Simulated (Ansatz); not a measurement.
Basis-set extrapolation for `C=NC(=N)F` (PBE0-D4/def2-TZVP geometry, frozen core, the Gaussian-basis code of Ansatz). Multiplicity 1, RHF reference.

|  | def2-TZVPP | def2-QZVPP |
| --- | --- | --- |
| HF | -285.902444 | -285.915028 |
| MP2 correlation | -0.953296 | -1.025585 |
| CCSD(T) correlation | -1.013204 | not run |

Energies in hartree. Use E(X) = E(∞) + A·exp(−7.88·√X) for Hartree–Fock and E(X) = E(∞) + B·X^(−2.97) for correlation, with X = 3 and 4, and add CCSD(T) minus MP2 of the smaller set to the MP2 limit.

Task: What is the CCSD(T) energy at the basis-set limit?

Result: HF limit: -285.915028 + (-0.012584) × 0.13774 = -285.91676. MP2 limit: -1.025585 + (-0.072289) × 0.74074 = -1.07913. Higher-order term: -1.013204 − (-0.953296) = -0.05991. Total: -287.05580 hartree, 87.9 kcal/mol below CCSD(T)/def2-TZVPP.
